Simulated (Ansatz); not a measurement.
A nudged elastic band was laid between two geometries of H3OSi (5 atoms, charge 0, multiplicity 2).

Computed with Ansatz, UKS PBE-D4/def2-SVP.

* movable images: 5
* climbing image: yes
* spring: 5.0 eV/Å²
* optimiser: quadratic models (default)
* start path: through a guess of the saddle point
* force threshold: 0.03 eV/Å
* iteration limit: 60
* end points: relaxed

Initial state:

```xyz
5
Properties=species:S:1:pos:R:3
O 0.607 -0.453 0.872
Si 0.062 0.326 -0.525
H 0.707 -1.418 0.785
H -1.272 -0.226 -1.001
H -0.105 1.771 -0.130
```

Final state:

```xyz
5
Properties=species:S:1:pos:R:3
O -0.214 -0.227 1.608
Si -0.048 0.051 -0.028
H 1.095 -0.913 -0.326
H -1.235 -0.355 -0.863
H 0.402 1.443 -0.392
```

**Question.** What changes between the two ends?

**Answer.** Bonds broken: O1–H3. Bonds formed: Si2–H3.

**Question.** What energy profile does the band end with?

**Answer.** The run converged. The highest image is number 4 of 0 to 6, 178.3 kJ/mol above the first end and 63.9 kJ/mol above the last; the last end lies 114.4 kJ/mol above the first. A vibrational analysis at the climbing image gives one clearly imaginary mode, 1410i cm⁻¹: a first-order saddle point.

```json
{"image": "0", "path coordinate (Å)": "0.00", "energy (kJ/mol)": "0.0", "O1–H3 (Å)": "0.97", "Si2–H3 (Å)": "2.27"}
{"image": "1", "path coordinate (Å)": "0.37", "energy (kJ/mol)": "3.7", "O1–H3 (Å)": "0.97", "Si2–H3 (Å)": "2.25"}
{"image": "2", "path coordinate (Å)": "0.74", "energy (kJ/mol)": "18.3", "O1–H3 (Å)": "0.98", "Si2–H3 (Å)": "2.07"}
{"image": "3", "path coordinate (Å)": "1.11", "energy (kJ/mol)": "81.4", "O1–H3 (Å)": "1.05", "Si2–H3 (Å)": "1.77"}
{"image": "4", "path coordinate (Å)": "1.48", "energy (kJ/mol)": "178.3", "O1–H3 (Å)": "1.45", "Si2–H3 (Å)": "1.59"}
{"image": "5", "path coordinate (Å)": "1.90", "energy (kJ/mol)": "135.1", "O1–H3 (Å)": "1.97", "Si2–H3 (Å)": "1.54"}
{"image": "6", "path coordinate (Å)": "2.32", "energy (kJ/mol)": "114.4", "O1–H3 (Å)": "2.43", "Si2–H3 (Å)": "1.52"}
```

**Question.** What is the geometry of the highest image?

**Answer.** 
```xyz
5
Properties=species:S:1:pos:R:3:forces:R:3
O 0.169 -0.486 1.346 0.00 0.00 0.00
Si -0.105 0.137 -0.168 0.00 0.00 0.00
H 0.984 -0.949 0.236 0.00 0.00 0.00
H -1.343 -0.257 -0.931 0.00 0.00 0.00
H 0.295 1.555 -0.482 0.00 0.00 0.00
```

**Question.** What are the harmonic wavenumbers there?

**Answer.** 1410i, 532, 632, 718, 885, 950, 1902, 2132, 2156 cm⁻¹.

The band took 12 iterations and roughly 60 core-seconds.

The run took 100 s on 1 CPU thread of a shared host.
